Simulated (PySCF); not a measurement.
A side-by-side comparison of computed properties.

First species: C₄H₇FS.
Z-matrix (Å and degrees, GFN2-xTB geometry), rows numbered from 1:
```
F 
C   1  1.3758
C   2  1.5260  1  111.01
C   3  1.5165  2  105.81  1  -170.06
S   4  1.8374  3  106.35  2    36.92
C   2  1.5221  1  110.23  3  -118.01
H   2  1.0971  1  106.39  3   121.17
H   3  1.0920  2  108.40  1   -51.10
H   3  1.0900  2  111.48  1    68.52
H   4  1.0874  3  113.06  2   155.63
H   4  1.0901  3  111.84  2   -80.29
H   6  1.0874  2  113.16  1   -80.84
H   6  1.0909  2  110.10  1    42.17
```

Second species: C4H7FS.
SMILES: `CC[C@@H](F)C=S`

Levels: PBE0/pcSseg-1 for HOMO energy, LUMO energy and HOMO–LUMO gap. Geometries: GFN2-xTB. Each species is one conformer at its optimised geometry, gas phase, non-relativistic unless stated; the electronic structure was computed with PySCF and density fitting.

Dipoles, sizes and rotational constants follow the conformer. The torsions of the flexible species, by atom-mapped SMILES:
- `[CH3:1][CH2:2][C@@H:3]([F:4])[CH:5]=[S:6]`: C1–C2–C3–F4 66°, C2–C3–C5–S6 65°

The conformers of `F[C@@H]1CCSC1` aren't listed.

Values for the first species:

* HOMO energy: -6.48 eV
* LUMO energy: 0.74 eV
* HOMO–LUMO gap: 7.22 eV

**Question.** Estimate the same properties for the second species, and the change in each.

**Answer.** 
```tsv
property	first	second	second less first
HOMO energy	-6.48 eV	-6.84 eV	-0.36 eV
LUMO energy	0.74 eV	-2.58 eV	-3.32 eV
HOMO–LUMO gap	7.22 eV	4.26 eV	-2.96 eV
```

